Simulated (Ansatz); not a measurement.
Born–Oppenheimer molecular dynamics of CH₁₀Si₂ (13 atoms, charge 0, multiplicity 1). It starts at the highest image of a converged band. Of that band: Neighbouring images differ by up to 2.8 eV, so the band resolves the path poorly. A vibrational analysis at the climbing image gives one clearly imaginary mode, 1486i cm⁻¹: a first-order saddle point.

Level of theory: RKS PBE0-D4/6-31G* in Ansatz 0.2.0.

| Item | Value |
| --- | --- |
| ensemble | NVE (velocity Verlet) |
| time step | 0.5 fs |
| steps asked | 143 |
| starting velocities drawn for | 100 K |
| seed | 11185 |

First frame:

```xyz
13
Properties=species:S:1:pos:R:3
Si -0.217 -0.046 0.150
C 0.301 0.114 2.260
H -0.296 0.234 3.176
H 0.825 -0.845 2.307
H 0.997 0.952 2.178
H 1.287 -0.169 -0.009
H -0.514 1.135 -0.712
H -0.713 -1.391 -0.238
Si -2.776 0.427 0.879
H -3.332 0.098 -0.474
H -3.583 -0.369 1.865
H -3.122 1.866 1.127
H -0.883 0.215 1.646
```

(1) How far do the bonds stretch over the last three quarters of this one trajectory? (Pairs bonded in most of those frames.)

Answers

(1) 
```
   bond  mean (Å)  spread (Å)  shortest  longest
 Si1–H6     1.488       0.014      1.46     1.51
 Si1–H7     1.496       0.020      1.46     1.53
 Si1–H8     1.497       0.010      1.48     1.52
Si1–Si9     2.359       0.169      2.17     2.66
  C2–H3     1.099       0.014      1.07     1.13
  C2–H4     1.093       0.015      1.07     1.12
  C2–H5     1.095       0.015      1.07     1.12
 C2–H13     1.103       0.055      1.01     1.18
Si9–H10     1.496       0.016      1.47     1.52
Si9–H11     1.496       0.009      1.48     1.51
Si9–H12     1.495       0.019      1.47     1.53
```

Mean temperature of the second half: 2357 K. The conserved energy stayed within 0.16 meV per atom of its start (net change -0.066 meV per atom), so the integration is sound. The kinetic energy rose, since the run started high on the potential surface and went downhill. It ends in pieces (CH4 + H6Si2), so much of that is their flight and rotation, not heat. A run of 0.071 ps of so small a system gives no equilibrium averages. The orbitals stay closed-shell, which can raise the energy where a bond breaks towards radicals; this wasn't checked here.

Run time: 7 min on 1 thread of Arm Neoverse V2 (shared host), peak memory 0.14 GiB.
